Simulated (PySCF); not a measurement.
**XPS shifts beside NMR shieldings**

Species: C4H6O.
Atom-mapped SMILES: `[CH2:1]=[C:2]=[CH:3][O:4][CH3:5]`

Binding energies: PySCF 2.14.0, delta-SCF UKS SCAN, pcX-2 on the ionised atom, pcseg-1 elsewhere, spin-free X2C. Shieldings: GIAO B3LYP/pcSseg-2, non-relativistic, same geometry.

```csv
atom,C 1s (eV)
C1,290.59
C2,289.99
C3,291.97
C5,292.46
```

Question: What are the absolute isotropic shieldings of these atoms?

Answer: 
```json
{"atom": "C2", "environment": "central carbon of cumulated double bonds", "C 1s (eV)": "289.99", "isotropic shielding (ppm)": "-46.3"}
{"atom": "C1", "environment": "outer carbon of cumulated double bonds", "C 1s (eV)": "290.59", "isotropic shielding (ppm)": "86.3"}
{"atom": "C3", "environment": "outer carbon of cumulated double bonds", "C 1s (eV)": "291.97", "isotropic shielding (ppm)": "47.8"}
{"atom": "C5", "environment": "methoxy carbon", "C 1s (eV)": "292.46", "isotropic shielding (ppm)": "117.5"}
```

Question: Among the listed atoms, is the one with the highest binding energy also the least shielded?

Answer: No. The highest binding energy is at C5 (292.46 eV, shielding 117.5 ppm), the lowest shielding at C2 (-46.3 ppm, 289.99 eV).

By binding energy: C2 < C1 < C3 < C5. By shielding: C2 < C3 < C1 < C5.

Spin contamination (⟨S²⟩ against 0.75 for a pure doublet) is marked for C 1s of C2 (0.86), which makes this value less certain. Isolated species at its PBE0-D3(BJ)/def2-SVP geometry (one conformer only).

Shape of the structure used: `[CH2:1]=[C:2]=[CH:3][O:4][CH3:5]`: C2–C3–O4–C5 -161°.
